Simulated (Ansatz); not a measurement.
Reaction (hydrogenolysis of the Si–C bond): `C[Si]Cl` + H₂ → `[SiH]Cl` + CH₄

Computed with Ansatz on PBE0-D4/def2-TZVP structures; ΔE is electronic, products minus reactants. CCSD(T)/CBS adds triple-zeta CCSD(T) − MP2 to the extrapolated MP2 energy (def2 sets, frozen cores). This one scheme is used for every species. DFT in def2-TZVPP.

`C[Si]Cl`:

Cartesian coordinates in Å:
```
C 0.407 0.015 0.442
Si -0.244 -1.015 -0.999
Cl -1.751 0.288 -1.643
H 0.749 0.993 0.084
H 1.233 -0.486 0.953
H -0.396 0.206 1.163
```

H₂:

Z-matrix (Å, degrees):
```
H
H 1 0.746
```

`[SiH]Cl`:

```xyz
3

Si   -0.661    0.491   -0.056
Cl    0.591   -0.706   -1.202
H     0.071    0.215    1.258
```

CH₄:

Z-matrix (Å, degrees):
```
C
H 1 1.090
H 1 1.090 2 109.5
H 1 1.090 2 109.5 3 -120.0
H 1 1.090 2 109.5 3 120.0
```

CCSD(T)/CBS gives -3.2 kcal/mol.

Q: Another level gave -3.5 kcal/mol. Which?
A. PBE/def2-TZVPP
B. CAM-B3LYP-D4/def2-TZVPP
C. LDA (SPW92)/def2-TZVPP
D. HF/def2-TZVPP

A: A. PBE -3.5, LDA (SPW92) -1.6, HF/def2-TZVPP -9.4, CAM-B3LYP-D4 -4.6 kcal/mol.

Largest T1 diagnostic among the species: 0.013.

The D4 term adds +1.9 kcal/mol with B3LYP and +1.0 kcal/mol with PBE0; it sums over pairs of atoms, weighted by their polarisabilities, and B3LYP, whose exchange is more repulsive, gets the larger term. In def2-TZVPP, CCSD(T) changes the Hartree–Fock value by +5.2 kcal/mol (the triples alone add +1.1 kcal/mol) and MP2 by +6.9 kcal/mol. From BLYP to BHLYP (50 % exact exchange), in def2-TZVPP and without D4, ΔE moves by −1.1 kcal/mol.

B3LYP here is the variant with VWN-RPA as its local correlation; programs differ in this.
